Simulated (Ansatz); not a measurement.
Input:

```yaml
crystal:
  periodic: [false, false, false]
  atoms:
    - { symbol: Al, position_ang: [0.0, 0.0, 0.0] }
    - { symbol: F, position_ang: [1.2241, 0.0, 1.44] }
    - { symbol: H, position_ang: [1.739, 0.0, 0.2708] }
    - { symbol: Cl, position_ang: [-1.9312, 0.0, -1.115] }
basis:
  gaussian: { orbitals: def2-mTZVP }
hamiltonian:
  xc: { name: BHLYP }
  dispersion: d4
relax:
  f_tol: 0.15
  max_steps: 25
  restrain:
    - { distance: [1, 2], at: 2.12, k: 30.0 }
    - { distance: [0, 1], at: 1.69, k: 30.0 }
    - { distance: [0, 2], at: 1.56, k: 30.0 }
```

Command:

```bash
$ ansatz run input.yaml --threads 1 --pin off --max-ram 2048MiB --backend cpu --events-out ev --progress --plain --runs-dir out
```

Hardware: 1 thread of Intel(R) Xeon(R) 6975P-C (Granite Rapids), with other jobs on the host.

Question: Roughly how long does this run take, and how much memory?

Answer: 6.7 s, with a peak of 0.14 GiB, for 6 ionic steps.
